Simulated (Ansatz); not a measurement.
# S2 (triplet): wave-function methods side by side, cc-pV(T+d)Z

One table from this session's results is given with a row withheld; the runs are named, their logs left out.

Method: cc-pV(T+d)Z, core rule «outside noble gas», up to 10 orbitals frozen; program: Ansatz 0.2.0, Gaussian basis.

Plan: UHF; CCSD(T) on ROHF; CCSD(T) on UHF; BCCD(T) on ROHF; CISD; CCSDT(Q) on ROHF; CCSDT(Q) on UHF; CASSCF and MRCISD+Q, 12 electrons in 8 orbitals; CASSCF and NEVPT2, 12 electrons in 8 orbitals.

11 further runs of the same task are left out: 2 that didn't finish, 9 set aside as unsound or not needed.

## The system

The geometry is an MP2(full)/6-31G* stationary point (not a proven minimum).

2 atoms, charge 0, spin multiplicity 3.

Atoms are counted from 1 here; the program's logs count them from 0.

Bond lengths: S1–S2 1.920 Å.

The first run:

Input file in.yaml:

```yaml
crystal:
  periodic: [false, false, false]
  atoms:
    - {symbol: S, position_ang: [0.000000, 0.000000, 0.000000]}
    - {symbol: S, position_ang: [0.000000, 0.000000, 1.920226]}
basis:
  gaussian: {orbitals: "cc-pV(T+d)Z.json"}
magnetization: {spin_polarized: true, initial_magnetization: 2}
hamiltonian: {xc: hf}
output: {orbitals: {seedname: orbitals}}
```

On the command line:

```bash
ansatz run in.yaml --threads 1 --pin off --events-out ev --progress --plain --max-ram 3328MiB --backend cpu
```

Steps of the session up to this table: UHF; CCSD(T) on ROHF; CCSD(T) on UHF; BCCD(T) on ROHF; CISD; CCSDT(Q) on ROHF; CCSDT(Q) on UHF; CASSCF and MRCISD+Q, 12 electrons in 8 orbitals; CASSCF and NEVPT2, 12 electrons in 8 orbitals.

One table of the session follows, with a row left open; its other results are not shown here.

It belongs to the step «Misses and costs». 

| method | from UCCSDT(Q) (kcal/mol) |
| --- | --- |
| ROHF | +238.09 |
| UHF | +228.57 |
| RMP2 | +25.05 |
| UMP2 | +31.50 |
| CISD | +35.19 |
| RCCSD | +14.77 |
| UCCSD | ? |
| RCCSD(T) | +1.60 |
| UCCSD(T) | +1.71 |
| BCCD(T) | +1.66 |
| RCCSDT | +1.15 |
| UCCSDT | +1.02 |
| RCCSDT(Q) | +0.04 |
| UCCSDT(Q) | 0 |
| CASSCF valence | +207.62 |
| NEVPT2 valence | +45.83 |
| MRCISD valence | +27.37 |
| MRCISD+Q valence | +5.03 |

**Question.** Estimate the row for UCCSD.

As computed: from UCCSDT(Q) (kcal/mol): +14.16. In the column «from UCCSDT(Q) (kcal/mol)» it lies between MRCISD+Q valence (+5.03) and RCCSD (+14.77).

To keep in mind: Restricted and unrestricted rows rest on different reference determinants; where their highest levels disagree by more than a few hundredths of an eV, they describe different states and don't form one ladder.
